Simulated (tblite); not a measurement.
Species: dimethyl carbonate, C₃H₆O₃.
Bonds: C1–O2, O2–C3, C3–O4 (double), C3–O5, O5–C6. Hydrogens: H7, H8, H9 on C1; H10, H11, H12 on C6.

Computed with GFN2-xTB (tblite), gas phase: Langevin dynamics at 300 K from the optimised GFN2-xTB geometry, time step 0.5 fs, friction 0.01 fs⁻¹, 2000 steps.

Start geometry:
```
atom  x, y, z in Å
C1      2.324    0.053    0.135
O2      1.108   -0.592    0.493
C3      0.000   -0.001    0.043
O4     -0.037    0.997   -0.618
O5     -1.059   -0.702    0.449
C6     -2.319   -0.184    0.039
H7      2.344    1.072    0.526
H8      3.117   -0.543    0.577
H9      2.430    0.090   -0.951
H10    -3.065   -0.862    0.446
H11    -2.380   -0.153   -1.050
H12    -2.462    0.825    0.430
```

The statistics below take the 31 frames saved every 25 fs from 250 to 1000 fs; their kinetic temperature (all 3N coordinates) averages 289 K.

Q: Give the mean, spread and extremes of the bond lengths.

A: 
```csv
bond,start (Å),mean (Å),standard deviation (Å),shortest (Å),longest (Å)
C1–O2,1.422,1.428,0.031,1.365,1.485
O2–C3,1.333,1.337,0.035,1.274,1.419
C3=O4,1.198,1.202,0.017,1.173,1.237
C3–O5,1.333,1.337,0.032,1.289,1.399
O5–C6,1.422,1.431,0.033,1.364,1.489
C1–H7,1.092,1.092,0.022,1.052,1.128
C1–H8,1.087,1.094,0.021,1.048,1.131
C1–H9,1.092,1.096,0.025,1.051,1.158
C6–H10,1.087,1.090,0.023,1.047,1.130
C6–H11,1.092,1.095,0.017,1.045,1.131
C6–H12,1.092,1.092,0.026,1.049,1.178
```

Q: How far does each atom move about its mean position (frames aligned on the start, all atoms weighted alike), and what rms force does it feel?

A: 
| atom | rms displacement (Å) | rms force (eV/Å) |
| --- | --- | --- |
| C1 | 0.13 | 1.59 |
| O2 | 0.74 | 1.60 |
| C3 | 0.14 | 2.13 |
| O4 | 1.27 | 1.44 |
| O5 | 0.73 | 1.49 |
| C6 | 0.09 | 1.58 |
| H7 | 0.86 | 0.90 |
| H8 | 0.81 | 0.78 |
| H9 | 0.78 | 0.85 |
| H10 | 0.54 | 0.94 |
| H11 | 0.47 | 0.80 |
| H12 | 0.51 | 1.01 |

The displacements run from 0.09 to 1.27 Å, the largest at O4.

Q: Follow the torsions C1–O2–C3–O4 and O2–C3–O5–C6 through every second one of these frames.

A: 
| t (fs) | C1–O2–C3–O4 (°) | O2–C3–O5–C6 (°) |
| --- | --- | --- |
| 250 | 20 | -174 |
| 300 | 6 | 165 |
| 350 | -20 | 167 |
| 400 | -8 | -156 |
| 450 | 10 | -158 |
| 500 | -4 | 166 |
| 550 | 8 | 171 |
| 600 | -2 | 173 |
| 650 | 4 | -168 |
| 700 | 23 | -166 |
| 750 | -13 | 158 |
| 800 | 5 | 179 |
| 850 | 12 | -165 |
| 900 | -3 | 180 |
| 950 | -11 | 178 |
| 1000 | 0 | 176 |

Largest departure from the start value over all these frames: C1–O2–C3–O4 22° (start 0°), O2–C3–O5–C6 33° (start 180°).

Q: How widely does the potential energy scatter, against a harmonic estimate?

A: Mean 0.36 eV above the start, standard deviation 0.108 eV, range 0.11 to 0.60 eV. For 30 classical harmonic modes at 300 K the canonical values are 30kT/2 = 0.39 eV and kT·√(30/2) = 0.100 eV.

The run is classical and short, so these are rough statistics of one trajectory.

The cost below is that of the whole dynamics run. Hardware: one thread of an Intel Xeon Platinum 8559C, shared host with 192 logical CPUs at a one-minute load of 19. Cost: 6.1 s wall, 0.18 GiB resident at most.
